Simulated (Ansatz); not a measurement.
## H2Si–AsH2, quartet: reading a ladder of total energies

Geometry: that of the H2Si–AsH2, doublet, kept fixed. The doublet lies 5.9 eV lower here.

```xyz
6

Si   -0.1246    0.0000    1.6820
As    0.0578    0.0000   -0.6674
H     0.5618   -1.2100    2.2225
H     0.5618    1.2100    2.2225
H    -0.9728   -1.1040   -0.8506
H    -0.9728    1.1040   -0.8506
```

Basis cc-pVTZ; Ansatz 0.2.0. Only valence electrons are correlated (noble-gas cores and the filled d shells of p-block atoms frozen), which leaves 13 electrons in 114 orbitals. Prefix R: restricted or restricted open-shell reference; prefix U: unrestricted. No spin–orbit coupling is included, and no scalar relativity.

Full CI isn't at hand for all of this; UCCSDT(Q) serves as the reference, and is uncertain by about the last step of the cluster series.

Runs differ by some tens of microhartree through their thresholds and, for an open shell, their frozen cores, so steps under 0.03 kcal/mol mean nothing.

```csv
level,total energy (hartree)
UHF,-2525.280408
UMP2,-2525.510776
UCCSD,-2525.554783
UCCSD(T),-2525.564949
UCCSDT,-2525.566892
UCCSDT(Q),-2525.567390
```

Problem. What is the correlation energy at UCCSDT(Q), and what share of it do UMP2 and UCCSDT recover?

Solution. E(corr) = -2525.567390 − (-2525.280408) = -0.286982 hartree = -7.809 eV. UMP2: -0.230368 / -0.286982 = 80.27 %. UCCSDT: -0.286484 / -0.286982 = 99.83 %.

Problem. By how many kcal/mol does UCCSD(T) miss UCCSDT(Q) (1 hartree = 627.509 kcal/mol), and which steps make up the rest?

Solution. -2525.564949 − (-2525.567390) = 0.002441 hartree = 1.53 kcal/mol. Steps: UCCSDT − UCCSD(T) = -1.22, UCCSDT(Q) − UCCSDT = -0.31 kcal/mol. Differences between like states or geometries often cancel part of this.
